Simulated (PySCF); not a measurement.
Indirect couplings

Geometry:
```
atom   x (Å)   y (Å)   z (Å)
  B1  -0.991   0.118   0.069
  C2   0.586  -0.009   0.046
  C3   1.809  -0.108   0.029
  H4  -1.485  -0.512  -0.886
  H5  -1.443  -0.346   1.133
  H6  -1.325   1.315  -0.022
  H7   2.879  -0.194   0.013
```

Total charge -1.

Method: B3LYP/pcJ-1//PBE0-D3(BJ)/def2-SVP, PySCF; isolated molecule, single conformer, non-relativistic. Couplings are averaged over pairs made equivalent by symmetry, fast rotation or ring inversion, so a value needn't be that of the named pair in this geometry, while other rotamers aren't included; one pair stands for each set, and the list holds those of at least 0.8 Hz over up to four bonds.

Isotopes: $^{13}$C, $^{1}$H, $^{11}$B.

```csv
pair,bonds,J (Hz)
"B1, C2",1,71.5
"B1, H4",1,?
"C2, C3",1,153.3
"C3, H7",1,?
"B1, C3",2,14.3
"C2, H4",2,?
"C2, H7",2,40.9
"H4, H5",2,-15.0
"B1, H7",3,3.2
"C3, H4",3,4.5
"H4, H7",4,-3.8
```

Estimate the withheld couplings, with signs.

Answers


- $^{1}J$(B1,H4) = 92.2 Hz (bond length 1.246 Å)
- $^{1}J$(C3,H7) = 236.9 Hz (bond length 1.073 Å, sp carbon)
- $^{2}J$(C2,H4) = -7.3 Hz
